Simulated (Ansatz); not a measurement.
Wavefunction ladder for CH3FN2, SMILES `N=C(N)F`

| atom | x (Å) | y (Å) | z (Å) |
| --- | --- | --- | --- |
| N1 | -0.0727 | 0.8258 | 1.1173 |
| C2 | 0.2335 | 0.1830 | 0.0880 |
| N3 | -0.6167 | -0.5260 | -0.6946 |
| F4 | 1.4791 | 0.1340 | -0.4301 |
| H5 | 0.7217 | 1.3296 | 1.4939 |
| H6 | -1.5229 | -0.7028 | -0.2985 |
| H7 | -0.2220 | -1.2435 | -1.2760 |

Charge 0, multiplicity 1. Geometry: relaxed with PBE0-D4/def2-TZVP. It is one conformer, not always the lowest. Frozen core, restricted reference, the Gaussian-basis code of Ansatz. CBS rows extrapolate triple and quadruple zeta; past MP2 they add the triple-zeta difference.

```tsv
basis	HF (Eh)	MP2 corr.	CCSD corr.	(T)	CCSD(T) total
def2-SVP	-247.75946	?	?	-0.01863	?
def2-TZVPP	?	-0.81580	-0.82814	-0.03278	?
def2-QZVPP	-248.07228	-0.87999	–	–	–
CBS(def2)	-248.07381	-0.92754	?	as TZ	?
```

Fill in the withheld values. (Best estimate.)

The calculation gave: def2-SVP MP2 corr.: -0.64213; def2-SVP CCSD corr.: -0.66387; def2-SVP CCSD(T) total: -248.44196; def2-TZVPP HF (Eh): -248.06113; def2-TZVPP CCSD(T) total: -248.92205; CBS(def2) CCSD corr.: -0.93988; CBS(def2) CCSD(T) total: -249.04647.
